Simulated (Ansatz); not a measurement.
Cost and result for the atomization energy of H$_{4}$NSSi (`N[SiH2][S]`) radical (7 atoms, 6 bonds).

Charge 0, multiplicity 2. Geometry: relaxed with PBE0-D4/def2-TZVP. It is one conformer, not always the lowest. Program: Ansatz. All runs use 2 threads of a server CPU on a shared host. Times are those of one run each, without the atoms' runs, and a repeat can differ threefold. Electronic energies, without spin–orbit coupling; frozen cores. CCSD(T)/CBS adds CCSD(T) − MP2 in def2-TZVPP to the MP2 limit, and its time is that of the two runs behind it. T1 = 0.017; ⟨S²⟩ of the reference is 0.76. B3LYP takes the VWN-RPA correlation (the form of Gaussian; ORCA's B3LYP/G). HSE06 is the plane-wave form, built on full-range PBE exchange.

CCSD(T)/CBS is a level of theory with its own doubt, some kJ/mol a heavy atom from the limit and from the frozen cores, so smaller differences don't rank the functionals.

| level | functions | wall time |
| --- | --- | --- |
| CCSD(T)/def2-SVP | 70 | 4.3 s |
| revPBE-D4/def2-TZVPP | 171 | 6 s |
| BLYP-D4/def2-TZVPP | 171 | 6 s |
| B3LYP-D4/def2-TZVPP (with forces) | 171 | 12 s |
| HSE06-D4/def2-TZVPP | 171 | 12 s |
| PBE0-D4/def2-TZVPP | 171 | 13 s |
| B2PLYP/def2-TZVPP | 171 | 13 s |
| r2SCANh-D4/def2-TZVPP | 171 | 19 s |
| B97M-V/def2-TZVPP | 171 | 26 s |
| ωB97X-V/def2-TZVPP | 171 | 26 s |
| MP2/def2-QZVPP | 317 | 47 s |
| CCSD(T)/def2-TZVPP | 171 | 77 s |
| CCSD(T)/CBS(def2) | – | 2.1 min |

Q: What atomization energy does each give, and how far from CCSD(T)/CBS? (Estimate.)

A: Ansatz gave: 
| level | atomization (kJ/mol) | difference from CCSD(T)/CBS | per bond |
| --- | --- | --- | --- |
| CCSD(T)/def2-SVP | 1926.6 | -204.4 | -34.1 |
| revPBE-D4/def2-TZVPP | 2111.9 | -19.1 | -3.2 |
| BLYP-D4/def2-TZVPP | 2140.8 | 9.8 | 1.6 |
| B3LYP-D4/def2-TZVPP (with forces) | 2141.8 | 10.8 | 1.8 |
| HSE06-D4/def2-TZVPP | 2120.9 | -10.1 | -1.7 |
| PBE0-D4/def2-TZVPP | 2119.1 | -11.9 | -2.0 |
| B2PLYP/def2-TZVPP | 2103.1 | -27.9 | -4.7 |
| r2SCANh-D4/def2-TZVPP | 2120.7 | -10.3 | -1.7 |
| B97M-V/def2-TZVPP | 2150.3 | 19.3 | 3.2 |
| ωB97X-V/def2-TZVPP | 2153.0 | 22.0 | 3.7 |
| MP2/def2-QZVPP | 2107.2 | -23.8 | -4.0 |
| CCSD(T)/def2-TZVPP | 2055.3 | -75.7 | -12.6 |
| CCSD(T)/CBS(def2) | 2131.0 | 0.0 | 0.0 |

Leaving LDA and LC-ωPBE aside and taking each functional with its dispersion term where it has one, the values, not all of them listed here, spread over 72.3 kJ/mol, from BHLYP-D4 to PBE-D4. LDA lies +279.3 kJ/mol from PBE without D4, its usual overbinding. From PBE to PBE0 (25 % exact exchange), in def2-TZVPP and without D4, the atomization energy moves by −36.6 kJ/mol: exact exchange takes away binding that semilocal exchange gives to molecules. In def2-TZVPP, CCSD(T) changes the Hartree–Fock value by +557.6 kJ/mol (the triples alone add +29.3 kJ/mol) and MP2 by +564.1 kJ/mol; breaking electron pairs costs correlation energy, which Hartree–Fock lacks.
